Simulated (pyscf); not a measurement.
Homolytic dissociation enthalpies at 298 K of B–Cl, B–F bonds in 8 gas-phase molecules, in kcal/mol. Optimised with ωB97X-D3(BJ)/def2-SVP in PySCF. Correlated levels are frozen-core, on RHF or UHF. ΔMP2 is the change of the MP2 total energy from the triple- to the quadruple-zeta basis. Both columns use the same structures and thermal terms. Rows were drawn at random from the closed-shell molecules with such a bond whose radicals are computed, keep their shape and have no isomer in the data more than 5 kcal/mol lower.

```tsv
row	molecule	radicals	B3LYP-D3(BJ)/def2-TZVP	CCSD(T)/def2-TZVPP + ΔMP2(QZVPP)
1	H₂N–BH–Cl	[HB–NH₂]• + Cl•	120.3	123.0
2	F–B(Cl)–Cl	F• + [Cl–B–Cl]•	161.9	164.6
3	H₃C–B(CH₃)–Cl	[H₃C–B–CH₃]• + Cl•	121.3	124.6
4	Cl–BH–Cl	Cl• + [HB–Cl]•	118.8	121.2
5	H₂B–F	BH₂• + F•	167.2	168.7
6	Cl–B(Cl)–Cl	Cl• + [Cl–B–Cl]•	115.0	?
7	H₂B–Cl	BH₂• + Cl•	122.5	124.4
8	H₂N–B(NH₂)–Cl	[H₂N–B–NH₂]• + Cl•	120.1	123.6
```

Fit a line that carries the B3LYP-D3(BJ) values to the last column and predict row 6.

In the 7 complete rows the last column lies 1.5 to 3.5 kcal/mol from B3LYP-D3(BJ) (mean 2.6, median 2.7). Least squares gives y = 5.2 + 0.98·x with residuals of 0.6 kcal/mol (root mean square). For row 6: 5.2 + 0.98 × 115.0 = 117.9 kcal/mol, an extrapolation. The computed value is 117.7 kcal/mol, 0.2 under the line. The CCSD(T) − MP2 part came from Ansatz, without density fitting, on the same reference. Left out: the spin-orbit lowering of Cl, F.
